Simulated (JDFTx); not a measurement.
Input for a modified build of JDFTx: hydrogen sulfide, H2S (SMILES S), charge 0, multiplicity 1, vacuum; lengths in bohr, energies in hartree.

```
lattice \
  17.9523981839 0.0000000000 0.0000000000 \
  0.0000000000 16.0626720593 0.0000000000 \
  0.0000000000 0.0000000000 14.1729459347
coords-type Cartesian
ion S -0.0000048797 0.8680948687 -0.0000000000 0
ion H -1.8090695990 -0.8680948687 0.0000000000 0
ion H 1.8090695990 -0.8680917467 0.0000000000 0
ion-species pseudo/s_pbe_v1.4.upf
ion-species pseudo/h_pbe_v1.4.upf
elec-cutoff 20 100
elec-ex-corr gga-PBE
symmetries none
coulomb-interaction Isolated
coulomb-truncation-embed 0 0 0
elec-n-bands 7
converge-empty-states yes
electronic-scf nIterations 100 energyDiffThreshold 1e-8
dump-name s0.$VAR
dump End State Ecomponents EigStats BandEigs Forces ElecDensity IonicPositions
```

The minimisation and the closing blocks of the log:

```
Will mix electronic density at each iteration.
SCF: Cycle:  0   Etot: -11.424412876546283   dEtot: -1.065e-01   |Residual|: 1.965e-01   |deigs|: 1.519e-01
SCF: Cycle:  1   Etot: -11.444958674390497   dEtot: -2.055e-02   |Residual|: 1.024e-01   |deigs|: 2.574e-02
SCF: Cycle:  2   Etot: -11.456612702124502   dEtot: -1.165e-02   |Residual|: 2.624e-02   |deigs|: 3.078e-02
SCF: Cycle:  3   Etot: -11.456857486345916   dEtot: -2.448e-04   |Residual|: 1.126e-02   |deigs|: 2.532e-03
SCF: Cycle:  4   Etot: -11.456968977196039   dEtot: -1.115e-04   |Residual|: 3.993e-03   |deigs|: 6.047e-03
SCF: Cycle:  5   Etot: -11.456979407017791   dEtot: -1.043e-05   |Residual|: 2.974e-03   |deigs|: 9.220e-04
SCF: Cycle:  6   Etot: -11.456995892370557   dEtot: -1.649e-05   |Residual|: 1.590e-03   |deigs|: 4.521e-03
SCF: Cycle:  7   Etot: -11.457000810394323   dEtot: -4.918e-06   |Residual|: 1.045e-03   |deigs|: 1.025e-03
SCF: Cycle:  8   Etot: -11.457002792481905   dEtot: -1.982e-06   |Residual|: 8.644e-04   |deigs|: 2.582e-03
SCF: Cycle:  9   Etot: -11.457006362038156   dEtot: -3.570e-06   |Residual|: 3.852e-04   |deigs|: 9.225e-04
SCF: Cycle: 10   Etot: -11.457007447424791   dEtot: -1.085e-06   |Residual|: 3.941e-04   |deigs|: 1.495e-03
SCF: Cycle: 11   Etot: -11.457008154985735   dEtot: -7.076e-07   |Residual|: 2.915e-04   |deigs|: 1.230e-03
SCF: Cycle: 12   Etot: -11.457008506600793   dEtot: -3.516e-07   |Residual|: 1.441e-04   |deigs|: 2.553e-04
SCF: Cycle: 13   Etot: -11.457008731337396   dEtot: -2.247e-07   |Residual|: 5.455e-05   |deigs|: 3.675e-04
SCF: Cycle: 14   Etot: -11.457008853881536   dEtot: -1.225e-07   |Residual|: 3.774e-05   |deigs|: 4.346e-05
SCF: Cycle: 15   Etot: -11.457008926248212   dEtot: -7.237e-08   |Residual|: 2.889e-05   |deigs|: 1.877e-04
SCF: Cycle: 16   Etot: -11.457008963053017   dEtot: -3.680e-08   |Residual|: 2.323e-05   |deigs|: 2.270e-05
SCF: Cycle: 17   Etot: -11.457008982035866   dEtot: -1.898e-08   |Residual|: 8.473e-06   |deigs|: 7.798e-05
SCF: Cycle: 18   Etot: -11.457008992595975   dEtot: -1.056e-08   |Residual|: 5.469e-06   |deigs|: 3.975e-05
SCF: Cycle: 19   Etot: -11.457008998684998   dEtot: -6.089e-09   |Residual|: 3.576e-06   |deigs|: 1.045e-05
SCF: Cycle: 20   Etot: -11.457009002060737   dEtot: -3.376e-09   |Residual|: 2.795e-06   |deigs|: 8.881e-05
SCF: Converged (|Delta E|<1.000000e-08 for 2 iters).
Converging empty states (this may take a while): |deigs|: 4.693e-04

# Ionic positions in cartesian coordinates:
ion S  -0.000004879700000   0.868094868700000   0.000000000000000 0
ion H  -1.809069599000000  -0.868094868700000   0.000000000000000 0
ion H   1.809069599000000  -0.868091746700000   0.000000000000000 0

# Forces in Cartesian coordinates:
force S   0.000000967505074   0.019714593517880  -0.000000209070427 0
force H  -0.009385035857054  -0.009872822484947  -0.000000952124337 0
force H   0.009384058626414  -0.009871714813917   0.000001185444943 0

# Energy components:
   Eewald =        5.0622086536630260
       EH =       14.0160661117644985
     Eloc =      -33.8806741118000758
      Enl =        1.7078660889425241
      Exc =       -4.8927229470921683
 Exc_core =        1.7677270479913174
       KE =        4.7625201544701419
-------------------------------------
     Etot =      -11.4570090020607367


	eMin: -0.685295 at state 0 ( [ +0.000000 +0.000000 +0.000000 ] spin 0 )
	HOMO: -0.230596 at state 0 ( [ +0.000000 +0.000000 +0.000000 ] spin 0 )
```

The run took 21 electronic cycles; the highest occupied level lies at -6.27 eV from the vacuum level.
